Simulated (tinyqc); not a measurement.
UHF in the sto-6g basis, for LiH+, spin multiplicity 2, step by step (part 1 of 2). Computed by tinyqc, a small Python program that keeps every step (integrals from PySCF). Settings: charge = 1, multiplicity = 2, basis = sto-6g, energy threshold = 1e-10, iteration cap = 53, orthogonalisation = symmetric, start = Wolfsberg-Helmholz matrix, DIIS depth = 3, DIIS from iteration = 3, damping = 0.7, method = UHF. Command: `OMP_NUM_THREADS=1 python tinyqc.py 20912 20913 out.jsonl` (the two numbers bound the seeds that draw the settings). One thread of a shared host (Intel(R) Xeon(R) Processor @ 2.60GHz), about 0.2 s of CPU time with the checks. Later iterations appear only in the table of the cycle.

## One-electron integrals

Geometry (angstrom):

| atom | x | y | z |
|---|---|---|---|
| Li | 0.0000 | 0.0000 | 0.0000 |
| H | 0.0000 | 0.0000 | 1.9240 |

Basis sto-6g: exponents (1/bohr^2) and contraction coefficients of normalised primitives:

| element | l (shell) | exponent | coefficient |
|---|---|---|---|
| Li | s (1) | 167.1758 | 0.0092 |
| Li | s (1) | 30.6515 | 0.0494 |
| Li | s (1) | 8.5752 | 0.1685 |
| Li | s (1) | 2.9458 | 0.3706 |
| Li | s (1) | 1.1439 | 0.4165 |
| Li | s (1) | 0.4711 | 0.1303 |
| Li | s (2) | 6.5976 | -0.0133 |
| Li | s (2) | 1.3058 | -0.0470 |
| Li | s (2) | 0.4059 | -0.0338 |
| Li | s (2) | 0.1561 | 0.2502 |
| Li | s (2) | 0.0678 | 0.5951 |
| Li | s (2) | 0.0311 | 0.2407 |
| Li | p (3) | 6.5976 | 0.0038 |
| Li | p (3) | 1.3058 | 0.0377 |
| Li | p (3) | 0.4059 | 0.1739 |
| Li | p (3) | 0.1561 | 0.4180 |
| Li | p (3) | 0.0678 | 0.4259 |
| Li | p (3) | 0.0311 | 0.1017 |
| H | s (1) | 35.5232 | 0.0092 |
| H | s (1) | 6.5131 | 0.0494 |
| H | s (1) | 1.8221 | 0.1685 |
| H | s (1) | 0.6260 | 0.3706 |
| H | s (1) | 0.2431 | 0.4165 |
| H | s (1) | 0.1001 | 0.1303 |

Overlap, kinetic and nuclear-attraction integrals over the contracted functions; the nuclear repulsion is the sum of Za Zb / Rab.

nuclear repulsion = 0.825120 hartree

overlap S:
```
         1Li 1s  1Li 2s  1Li 2px  1Li 2py  1Li 2pz   2H 1s
1Li 1s   1.0000  0.2357   0.0000   0.0000   0.0000  0.0339
1Li 2s   0.2357  1.0000   0.0000   0.0000   0.0000  0.3191
1Li 2px  0.0000  0.0000   1.0000   0.0000   0.0000  0.0000
1Li 2py  0.0000  0.0000   0.0000   1.0000   0.0000  0.0000
1Li 2pz  0.0000  0.0000   0.0000   0.0000   1.0000  0.4389
2H 1s    0.0339  0.3191   0.0000   0.0000   0.4389  1.0000
```

kinetic energy T (hartree):
```
          1Li 1s   1Li 2s  1Li 2px  1Li 2py  1Li 2pz    2H 1s
1Li 1s    3.6167  -0.1107   0.0000   0.0000   0.0000  -0.0114
1Li 2s   -0.1107   0.1065   0.0000   0.0000   0.0000   0.0236
1Li 2px   0.0000   0.0000   0.3200   0.0000   0.0000   0.0000
1Li 2py   0.0000   0.0000   0.0000   0.3200   0.0000   0.0000
1Li 2pz   0.0000   0.0000   0.0000   0.0000   0.3200   0.0798
2H 1s    -0.0114   0.0236   0.0000   0.0000   0.0798   0.7685
```

nuclear attraction V (hartree):
```
          1Li 1s   1Li 2s  1Li 2px  1Li 2py  1Li 2pz    2H 1s
1Li 1s   -8.3422  -0.8932   0.0000   0.0000  -0.0118  -0.1362
1Li 2s   -0.8932  -1.4571   0.0000   0.0000  -0.1032  -0.5366
1Li 2px   0.0000   0.0000  -1.4301   0.0000   0.0000   0.0000
1Li 2py   0.0000   0.0000   0.0000  -1.4301   0.0000   0.0000
1Li 2pz  -0.0118  -0.1032   0.0000   0.0000  -1.5109  -0.7495
2H 1s    -0.1362  -0.5366   0.0000   0.0000  -0.7495  -2.0641
```

core Hamiltonian H = T + V (hartree):
```
          1Li 1s   1Li 2s  1Li 2px  1Li 2py  1Li 2pz    2H 1s
1Li 1s   -4.7254  -1.0039   0.0000   0.0000  -0.0118  -0.1476
1Li 2s   -1.0039  -1.3505   0.0000   0.0000  -0.1032  -0.5130
1Li 2px   0.0000   0.0000  -1.1101   0.0000   0.0000   0.0000
1Li 2py   0.0000   0.0000   0.0000  -1.1101   0.0000   0.0000
1Li 2pz  -0.0118  -0.1032   0.0000   0.0000  -1.1908  -0.6696
2H 1s    -0.1476  -0.5130   0.0000   0.0000  -0.6696  -1.2956
```

## Two-electron integrals

Functions are numbered as in S; the eight-fold symmetry (ij|kl) = (ji|kl) = (kl|ij) leaves the list below.

Two-electron integrals (ij|kl) in chemists' order, unique and non-zero (hartree):
```
(11|11) 1.6812   (21|11) 0.2426   (21|21) 0.0445   (22|11) 0.3972
(22|21) 0.0903   (22|22) 0.2906   (31|31) 0.0094   (32|31) 0.0143
(32|32) 0.0642   (33|11) 0.3972   (33|21) 0.0903   (33|22) 0.2906
(33|33) 0.3131   (41|41) 0.0094   (42|41) 0.0143   (42|42) 0.0642
(43|43) 0.0169   (44|11) 0.3972   (44|21) 0.0903   (44|22) 0.2906
(44|33) 0.2794   (44|44) 0.3131   (51|51) 0.0094   (52|51) 0.0143
(52|52) 0.0642   (53|53) 0.0169   (54|54) 0.0169   (55|11) 0.3972
(55|21) 0.0903   (55|22) 0.2906   (55|33) 0.2794   (55|44) 0.2794
(55|55) 0.3131   (61|11) 0.0345   (61|21) 0.0062   (61|22) 0.0128
(61|33) 0.0126   (61|44) 0.0126   (61|51) 0.0008   (61|52) 0.0017
(61|55) 0.0132   (61|61) 0.0010   (62|11) 0.1062   (62|21) 0.0246
(62|22) 0.0868   (62|33) 0.0820   (62|44) 0.0820   (62|51) 0.0041
(62|52) 0.0264   (62|55) 0.0963   (62|61) 0.0042   (62|62) 0.0466
(63|31) 0.0018   (63|32) 0.0089   (63|53) 0.0038   (63|63) 0.0028
(64|41) 0.0018   (64|42) 0.0089   (64|54) 0.0038   (64|64) 0.0028
(65|11) 0.1375   (65|21) 0.0321   (65|22) 0.1167   (65|33) 0.1087
(65|44) 0.1087   (65|51) 0.0064   (65|52) 0.0409   (65|55) 0.1327
(65|61) 0.0057   (65|62) 0.0682   (65|65) 0.1010   (66|11) 0.2748
(66|21) 0.0647   (66|22) 0.2511   (66|33) 0.2294   (66|44) 0.2294
(66|51) 0.0115   (66|52) 0.0935   (66|55) 0.2947   (66|61) 0.0115
(66|62) 0.1737   (66|65) 0.2629   (66|66) 0.7750
```

## Orthogonalisation

S = U s U^T; symmetric (Loewdin) form X = U s^(-1/2) U^T, so that X^T S X = 1.

eigenvalues of S: 0.4458  0.8070  1.0000  1.0000  1.1750  1.5721

X:
```
          1Li 1s   1Li 2s  1Li 2px  1Li 2py  1Li 2pz    2H 1s
1Li 1s    1.0223  -0.1271   0.0000   0.0000  -0.0067   0.0160
1Li 2s   -0.1271   1.0730   0.0000   0.0000   0.0690  -0.2018
1Li 2px   0.0000   0.0000   1.0000   0.0000   0.0000   0.0000
1Li 2py   0.0000   0.0000   0.0000   1.0000   0.0000   0.0000
1Li 2pz  -0.0067   0.0690   0.0000   0.0000   1.0930  -0.2727
2H 1s     0.0160  -0.2018   0.0000   0.0000  -0.2727   1.1426
```

## Starting guess

The start is the generalised Wolfsberg-Helmholz matrix (K = 1.75) built on H; D(s) = C_occ C_occ^T for each spin.

D(alpha) at the start:
```
          1Li 1s  1Li 2s  1Li 2px  1Li 2py  1Li 2pz    2H 1s
1Li 1s    0.9896  0.0134   0.0000   0.0000  -0.0431  -0.0675
1Li 2s    0.0134  0.0761   0.0000   0.0000   0.1203   0.1699
1Li 2px   0.0000  0.0000   0.0000   0.0000   0.0000   0.0000
1Li 2py   0.0000  0.0000   0.0000   0.0000   0.0000   0.0000
1Li 2pz  -0.0431  0.1203   0.0000   0.0000   0.1942   0.2748
2H 1s    -0.0675  0.1699   0.0000   0.0000   0.2748   0.3887
```

D(beta) at the start:
```
          1Li 1s   1Li 2s  1Li 2px  1Li 2py  1Li 2pz    2H 1s
1Li 1s    0.9794   0.0410   0.0000   0.0000   0.0014  -0.0045
1Li 2s    0.0410   0.0017   0.0000   0.0000   0.0001  -0.0002
1Li 2px   0.0000   0.0000   0.0000   0.0000   0.0000   0.0000
1Li 2py   0.0000   0.0000   0.0000   0.0000   0.0000   0.0000
1Li 2pz   0.0014   0.0001   0.0000   0.0000   0.0000   0.0000
2H 1s    -0.0045  -0.0002   0.0000   0.0000   0.0000   0.0000
```

## Iteration 1: building the Fock matrix

J_ij = sum D_kl (ij|kl) with D = D(alpha) + D(beta), K_ij = sum D_kl (ik|jl) for each spin; F = H + J - K(s); E = tr D H + tr D J / 2 - 0.5 sum_s tr D(s) K(s) + E_nn.

Coulomb J (hartree):
```
         1Li 1s  1Li 2s  1Li 2px  1Li 2py  1Li 2pz   2H 1s
1Li 1s   3.6582  0.5573   0.0000   0.0000   0.0119  0.0813
1Li 2s   0.5573  1.0603   0.0000   0.0000   0.0818  0.3634
1Li 2px  0.0000  0.0000   1.0437   0.0000   0.0000  0.0000
1Li 2py  0.0000  0.0000   0.0000   1.0437   0.0000  0.0000
1Li 2pz  0.0119  0.0818   0.0000   0.0000   1.0936  0.4984
2H 1s    0.0813  0.3634   0.0000   0.0000   0.4984  1.1494
```

exchange K(alpha) (hartree):
```
          1Li 1s  1Li 2s  1Li 2px  1Li 2py  1Li 2pz   2H 1s
1Li 1s    1.6738  0.2576   0.0000   0.0000  -0.0010  0.0394
1Li 2s    0.2576  0.1398   0.0000   0.0000   0.1243  0.1948
1Li 2px   0.0000  0.0000   0.0238   0.0000   0.0000  0.0000
1Li 2py   0.0000  0.0000   0.0000   0.0238   0.0000  0.0000
1Li 2pz  -0.0010  0.1243   0.0000   0.0000   0.2007  0.2816
2H 1s     0.0394  0.1948   0.0000   0.0000   0.2816  0.5433
```

exchange K(beta) (hartree):
```
         1Li 1s  1Li 2s  1Li 2px  1Li 2py  1Li 2pz   2H 1s
1Li 1s   1.6662  0.2553   0.0000   0.0000   0.0000  0.0374
1Li 2s   0.2553  0.0512   0.0000   0.0000   0.0000  0.0075
1Li 2px  0.0000  0.0000   0.0105   0.0000   0.0000  0.0000
1Li 2py  0.0000  0.0000   0.0000   0.0105   0.0000  0.0000
1Li 2pz  0.0000  0.0000   0.0000   0.0000   0.0105  0.0010
2H 1s    0.0374  0.0075   0.0000   0.0000   0.0010  0.0012
```

F(alpha) (hartree):
```
          1Li 1s   1Li 2s  1Li 2px  1Li 2py  1Li 2pz    2H 1s
1Li 1s   -2.7410  -0.7043   0.0000   0.0000   0.0011  -0.1057
1Li 2s   -0.7043  -0.4301   0.0000   0.0000  -0.1457  -0.3445
1Li 2px   0.0000   0.0000  -0.0902   0.0000   0.0000   0.0000
1Li 2py   0.0000   0.0000   0.0000  -0.0902   0.0000   0.0000
1Li 2pz   0.0011  -0.1457   0.0000   0.0000  -0.2979  -0.4528
2H 1s    -0.1057  -0.3445   0.0000   0.0000  -0.4528  -0.6895
```

F(beta) (hartree):
```
          1Li 1s   1Li 2s  1Li 2px  1Li 2py  1Li 2pz    2H 1s
1Li 1s   -2.7335  -0.7020   0.0000   0.0000   0.0002  -0.1036
1Li 2s   -0.7020  -0.3415   0.0000   0.0000  -0.0214  -0.1571
1Li 2px   0.0000   0.0000  -0.0769   0.0000   0.0000   0.0000
1Li 2py   0.0000   0.0000   0.0000  -0.0769   0.0000   0.0000
1Li 2pz   0.0002  -0.0214   0.0000   0.0000  -0.1077  -0.1722
2H 1s    -0.1036  -0.1571   0.0000   0.0000  -0.1722  -0.1474
```

total energy of this density = -7.679417 hartree

This density is the starting one.

## Iteration 1: diagonalisation and new density

Diagonalise F' = X^T F X, C = X C', fill 2 alpha and 1 beta electrons from the bottom; D(s) = C_occ C_occ^T; the new density keeps 0.7 of the old one (damping). Each column has its largest component positive (the first on a tie).

F' = X^T F X (alpha) (hartree):
```
         1        2        3        4        5        6
1  -2.6909  -0.3581   0.0000   0.0000   0.0074   0.0052
2  -0.3581  -0.2420   0.0000   0.0000  -0.0449  -0.2035
3   0.0000   0.0000  -0.0902   0.0000   0.0000   0.0000
4   0.0000   0.0000   0.0000  -0.0902   0.0000   0.0000
5   0.0074  -0.0449   0.0000   0.0000  -0.1482  -0.3009
6   0.0052  -0.2035   0.0000   0.0000  -0.3009  -0.5150
```

orbital energies (alpha) (hartree): MO1 -2.7425, MO2 -0.7542, MO3 -0.1402, MO4 -0.0902, MO5 -0.0902, MO6 0.0407

coefficients C (alpha):
```
             MO1      MO2      MO3      MO4     MO5      MO6
1Li 1s    0.9938  -0.0898  -0.2384   0.0000  0.0000  -0.0948
1Li 2s    0.0251   0.2231   0.9527   0.0000  0.0000   0.5049
1Li 2px   0.0000   0.0000   0.0000  -0.3700  0.9290   0.0000
1Li 2py   0.0000   0.0000   0.0000   0.9290  0.3700   0.0000
1Li 2pz   0.0013   0.2757  -0.3907   0.0000  0.0000   1.0223
2H 1s    -0.0008   0.7655  -0.1978   0.0000  0.0000  -0.8921
```

F' = X^T F X (beta) (hartree):
```
         1        2        3        4        5        6
1  -2.6826  -0.3642   0.0000   0.0000  -0.0039  -0.0067
2  -0.3642  -0.1880   0.0000   0.0000   0.0278  -0.1147
3   0.0000   0.0000  -0.0769   0.0000   0.0000   0.0000
4   0.0000   0.0000   0.0000  -0.0769   0.0000   0.0000
5  -0.0039   0.0278   0.0000   0.0000  -0.0358  -0.1612
6  -0.0067  -0.1147   0.0000   0.0000  -0.1612  -0.0369
```

orbital energies (beta) (hartree): MO1 -2.7349, MO2 -0.2424, MO3 -0.1254, MO4 -0.0769, MO5 -0.0769, MO6 0.1595

coefficients C (beta):
```
             MO1      MO2      MO3      MO4     MO5      MO6
1Li 1s    0.9940  -0.1588  -0.1963   0.0000  0.0000   0.0988
1Li 2s    0.0247   0.5354   0.7960   0.0000  0.0000  -0.5405
1Li 2px   0.0000   0.0000   0.0000  -0.3351  0.9422   0.0000
1Li 2py   0.0000   0.0000   0.0000   0.9422  0.3351   0.0000
1Li 2pz   0.0014   0.3426  -0.5851   0.0000  0.0000  -0.9022
2H 1s    -0.0032   0.5272  -0.2341   0.0000  0.0000   1.0432
```

D(alpha) after iteration 1:
```
          1Li 1s  1Li 2s  1Li 2px  1Li 2py  1Li 2pz    2H 1s
1Li 1s    0.9914  0.0109   0.0000   0.0000  -0.0372  -0.0681
1Li 2s    0.0109  0.0684   0.0000   0.0000   0.1026   0.1701
1Li 2px   0.0000  0.0000   0.0000   0.0000   0.0000   0.0000
1Li 2py   0.0000  0.0000   0.0000   0.0000   0.0000   0.0000
1Li 2pz  -0.0372  0.1026   0.0000   0.0000   0.1588   0.2557
2H 1s    -0.0681  0.1701   0.0000   0.0000   0.2557   0.4479
```

D(beta) after iteration 1:
```
          1Li 1s   1Li 2s  1Li 2px  1Li 2py  1Li 2pz    2H 1s
1Li 1s    0.9820   0.0361   0.0000   0.0000   0.0014  -0.0041
1Li 2s    0.0361   0.0014   0.0000   0.0000   0.0001  -0.0002
1Li 2px   0.0000   0.0000   0.0000   0.0000   0.0000   0.0000
1Li 2py   0.0000   0.0000   0.0000   0.0000   0.0000   0.0000
1Li 2pz   0.0014   0.0001   0.0000   0.0000   0.0000   0.0000
2H 1s    -0.0041  -0.0002   0.0000   0.0000   0.0000   0.0000
```

Within a degenerate level the vectors are fixed only up to a rotation; this is one choice.

## Iteration 2: building the Fock matrix

As before.

Coulomb J (hartree):
```
         1Li 1s  1Li 2s  1Li 2px  1Li 2py  1Li 2pz   2H 1s
1Li 1s   3.6558  0.5564   0.0000   0.0000   0.0120  0.0813
1Li 2s   0.5564  1.0585   0.0000   0.0000   0.0837  0.3662
1Li 2px  0.0000  0.0000   1.0413   0.0000   0.0000  0.0000
1Li 2py  0.0000  0.0000   0.0000   1.0413   0.0000  0.0000
1Li 2pz  0.0120  0.0837   0.0000   0.0000   1.0930  0.5033
2H 1s    0.0813  0.3662   0.0000   0.0000   0.5033  1.1700
```

exchange K(alpha) (hartree):
```
          1Li 1s  1Li 2s  1Li 2px  1Li 2py  1Li 2pz   2H 1s
1Li 1s    1.6749  0.2558   0.0000   0.0000  -0.0005  0.0392
1Li 2s    0.2558  0.1367   0.0000   0.0000   0.1201  0.1975
1Li 2px   0.0000  0.0000   0.0227   0.0000   0.0000  0.0000
1Li 2py   0.0000  0.0000   0.0000   0.0227   0.0000  0.0000
1Li 2pz  -0.0005  0.1201   0.0000   0.0000   0.1899  0.2824
2H 1s     0.0392  0.1975   0.0000   0.0000   0.2824  0.5729
```

exchange K(beta) (hartree):
```
         1Li 1s  1Li 2s  1Li 2px  1Li 2py  1Li 2pz   2H 1s
1Li 1s   1.6682  0.2538   0.0000   0.0000   0.0000  0.0370
1Li 2s   0.2538  0.0504   0.0000   0.0000   0.0000  0.0073
1Li 2px  0.0000  0.0000   0.0104   0.0000   0.0000  0.0000
1Li 2py  0.0000  0.0000   0.0000   0.0104   0.0000  0.0000
1Li 2pz  0.0000  0.0000   0.0000   0.0000   0.0103  0.0010
2H 1s    0.0370  0.0073   0.0000   0.0000   0.0010  0.0012
```

F(alpha) (hartree):
```
          1Li 1s   1Li 2s  1Li 2px  1Li 2py  1Li 2pz    2H 1s
1Li 1s   -2.7446  -0.7034   0.0000   0.0000   0.0007  -0.1055
1Li 2s   -0.7034  -0.4287   0.0000   0.0000  -0.1396  -0.3444
1Li 2px   0.0000   0.0000  -0.0915   0.0000   0.0000   0.0000
1Li 2py   0.0000   0.0000   0.0000  -0.0915   0.0000   0.0000
1Li 2pz   0.0007  -0.1396   0.0000   0.0000  -0.2878  -0.4487
2H 1s    -0.1055  -0.3444   0.0000   0.0000  -0.4487  -0.6986
```

F(beta) (hartree):
```
          1Li 1s   1Li 2s  1Li 2px  1Li 2py  1Li 2pz    2H 1s
1Li 1s   -2.7378  -0.7013   0.0000   0.0000   0.0002  -0.1034
1Li 2s   -0.7013  -0.3424   0.0000   0.0000  -0.0195  -0.1541
1Li 2px   0.0000   0.0000  -0.0791   0.0000   0.0000   0.0000
1Li 2py   0.0000   0.0000   0.0000  -0.0791   0.0000   0.0000
1Li 2pz   0.0002  -0.0195   0.0000   0.0000  -0.1082  -0.1673
2H 1s    -0.1034  -0.1541   0.0000   0.0000  -0.1673  -0.1269
```

total energy of this density = -7.686260 hartree

This density is a damped mixture and is not idempotent.

## Iteration 2: diagonalisation and new density

As before.

F' = X^T F X (alpha) (hartree):
```
         1        2        3        4        5        6
1  -2.6948  -0.3569   0.0000   0.0000   0.0061   0.0053
2  -0.3569  -0.2403   0.0000   0.0000  -0.0383  -0.2031
3   0.0000   0.0000  -0.0915   0.0000   0.0000   0.0000
4   0.0000   0.0000   0.0000  -0.0915   0.0000   0.0000
5   0.0061  -0.0383   0.0000   0.0000  -0.1383  -0.2972
6   0.0053  -0.2031   0.0000   0.0000  -0.2972  -0.5279
```

orbital energies (alpha) (hartree): MO1 -2.7459, MO2 -0.7565, MO3 -0.1423, MO4 -0.0915, MO5 -0.0915, MO6 0.0435

coefficients C (alpha):
```
             MO1      MO2      MO3      MO4     MO5      MO6
1Li 1s    0.9940  -0.0879  -0.2377   0.0000  0.0000  -0.0963
1Li 2s    0.0243   0.2145   0.9525   0.0000  0.0000   0.5090
1Li 2px   0.0000   0.0000   0.0000  -0.3257  0.9455   0.0000
1Li 2py   0.0000   0.0000   0.0000   0.9455  0.3257   0.0000
1Li 2pz   0.0013   0.2583  -0.3912   0.0000  0.0000   1.0266
2H 1s    -0.0007   0.7806  -0.1973   0.0000  0.0000  -0.8790
```

F' = X^T F X (beta) (hartree):
```
         1        2        3        4        5        6
1  -2.6873  -0.3628   0.0000   0.0000  -0.0040  -0.0067
2  -0.3628  -0.1896   0.0000   0.0000   0.0290  -0.1154
3   0.0000   0.0000  -0.0791   0.0000   0.0000   0.0000
4   0.0000   0.0000   0.0000  -0.0791   0.0000   0.0000
5  -0.0040   0.0290   0.0000   0.0000  -0.0376  -0.1610
6  -0.0067  -0.1154   0.0000   0.0000  -0.1610  -0.0144
```

orbital energies (beta) (hartree): MO1 -2.7391, MO2 -0.2336, MO3 -0.1268, MO4 -0.0791, MO5 -0.0791, MO6 0.1708

coefficients C (beta):
```
             MO1      MO2      MO3      MO4     MO5      MO6
1Li 1s    0.9942  -0.1683  -0.1880   0.0000  0.0000   0.0974
1Li 2s    0.0240   0.5798   0.7658   0.0000  0.0000  -0.5384
1Li 2px   0.0000   0.0000   0.0000  -0.2337  0.9723   0.0000
1Li 2py   0.0000   0.0000   0.0000   0.9723  0.2337   0.0000
1Li 2pz   0.0013   0.3434  -0.6128   0.0000  0.0000  -0.8833
2H 1s    -0.0031   0.4901  -0.2365   0.0000  0.0000   1.0606
```

D(alpha) after iteration 2:
```
          1Li 1s  1Li 2s  1Li 2px  1Li 2py  1Li 2pz    2H 1s
1Li 1s    0.9927  0.0092   0.0000   0.0000  -0.0325  -0.0685
1Li 2s    0.0092  0.0619   0.0000   0.0000   0.0885   0.1693
1Li 2px   0.0000  0.0000   0.0000   0.0000   0.0000   0.0000
1Li 2py   0.0000  0.0000   0.0000   0.0000   0.0000   0.0000
1Li 2pz  -0.0325  0.0885   0.0000   0.0000   0.1312   0.2394
2H 1s    -0.0685  0.1693   0.0000   0.0000   0.2394   0.4963
```

D(beta) after iteration 2:
```
          1Li 1s   1Li 2s  1Li 2px  1Li 2py  1Li 2pz    2H 1s
1Li 1s    0.9839   0.0324   0.0000   0.0000   0.0014  -0.0038
1Li 2s    0.0324   0.0011   0.0000   0.0000   0.0000  -0.0001
1Li 2px   0.0000   0.0000   0.0000   0.0000   0.0000   0.0000
1Li 2py   0.0000   0.0000   0.0000   0.0000   0.0000   0.0000
1Li 2pz   0.0014   0.0000   0.0000   0.0000   0.0000   0.0000
2H 1s    -0.0038  -0.0001   0.0000   0.0000   0.0000   0.0000
```

Within a degenerate level the vectors are fixed only up to a rotation; this is one choice.
